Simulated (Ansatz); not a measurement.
# CH2B+: single points off equilibrium

The task here is to estimate one member of a computed series from the others.

The runs use Ansatz 0.2.0, Gaussian basis; single points in def2-TZVPP.

Correlated methods freeze the cores.

## The system as given

SMILES `B=[CH+]`, 4 atoms, charge 1, spin multiplicity 1.

Atoms are counted from 1 here; the program's logs count them from 0.

Bond lengths: B1–C2 1.218 Å, B1–H3 1.420 Å, C2–H4 1.235 Å. Angles: C2–B1–H3 122.9°, B1–C2–H4 156.9°.

Coordinates:

```xyz
4
charge 1, multiplicity 1
B     0.7566   -0.2801    0.1382
C     0.0641    0.6032   -0.3360
H     0.2252   -1.3395    0.9207
H    -0.9696    1.2451   -0.5500
```

The first run:

run/in.yaml

```yaml
crystal:
  periodic: [false, false, false]
  atoms:
    - {symbol: B, position_ang: [0.756600, -0.280100, 0.138200]}
    - {symbol: C, position_ang: [0.064100, 0.603200, -0.336000]}
    - {symbol: H, position_ang: [0.225200, -1.339500, 0.920700]}
    - {symbol: H, position_ang: [-0.969600, 1.245100, -0.550000]}
basis:
  gaussian: {orbitals: def2-TZVPP}
total_charge: 1
correlation: {method: ccsd_t}
output: {forces: true}
```

The command line of these runs was not kept.

Steps of the session up to this table: CCSD(T)/def2-TZVPP; PBE0-D4/def2-TZVPP; wB97M-V/def2-TZVPP; r2SCAN-D4/def2-TZVPP; PBE-D4/def2-TZVPP; wB97X-V/def2-TZVPP; revPBE-D4/def2-TZVPP.

One table of the session follows, with a row left open; its other results are not shown here.

| method | RMS force component (eV/Å) | angle to CCSD(T) forces (°) |
| --- | --- | --- |
| CCSD(T) | 7.088 | reference |
| PBE0-D4 | ? | ? |
| wB97M-V | 6.793 | 1.1 |
| r2SCAN-D4 | 6.697 | 1.0 |
| PBE-D4 | 6.585 | 1.5 |
| wB97X-V | 6.929 | 0.8 |
| revPBE-D4 | 6.691 | 1.8 |

**Question.** Estimate the row for PBE0-D4.

The run gave: RMS force component (eV/Å): 6.714; angle to CCSD(T) forces (°): 1.0. In the column «RMS force component (eV/Å)» it lies between r2SCAN-D4 (6.697) and wB97M-V (6.793).

Caveats from the session: CCSD(T) in triple zeta still lacks some correlation energy of the bonds, so part of these gaps is its own basis error and they don't rank the functionals. The T1 diagnostic is large here, over the usual mark for main-group molecules (transition-metal compounds often pass it harmlessly), so CCSD(T) itself may be off.
